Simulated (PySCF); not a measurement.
Structure from 2D NMR

Compound of formula C6H10. Correlations simulated from computed shifts and the bond graph:

HSQC (one-bond C–H):
```tsv
δH	δC
6.02	135.0
2.14	29.7
1.62	26.4
```

COSY cross peaks (H two or three bonds apart, from the bond graph; peaks can be absent where the dihedral angle is near 90°):
```tsv
δH	δH
6.02	2.14
2.14	1.62
```

HMBC (two and three bonds, from the bond graph):
```tsv
δH	δC
6.02	135.0, 29.7, 26.4
2.14	135.0, 26.4
1.62	135.0, 29.7, 26.4
```

[PySCF 2.14.0 with density-fitted response routines: shieldings: GIAO PBE0/pcSseg-1; GFN2-xTB geometry; one computed conformer; isolated molecule; averaged over atoms made equivalent by symmetry, fast rotation or ring inversion; no relativistic terms]

Shifts are taken against calculated references (same method and geometry level): ¹H (31.72 ppm) and ¹³C (186.93 ppm) against TMS.

Exchangeable hydrogens are left out of these lists.

Problem. Assemble the structure.

Solution. cyclohexene.

Structure with atom numbers: `[CH:1]1=[CH:2][CH2:3][CH2:4][CH2:5][CH2:6]1` (H(Xn): hydrogen on atom n).

δC 135.0 is C1/C2, an alkene CH (δH 6.02). δC 29.7 is C3/C6, an allylic sp3 CH2 (δH 2.14). δC 26.4 is C4/C5, an sp3 CH2 in a ring (δH 1.62). COSY links 6.02–2.14, 2.14–1.62.

This is the structure that produced the data.

Shifts are as computed. Against solution values, carbons near 30 ppm lie about +3 ppm off and those near 130 ppm about +5 ppm. Of 1211 compounds with measured shifts, 218 miss one by over three times the rms of a fit or turn the order of signals round; such compounds aren't used in these exercises.
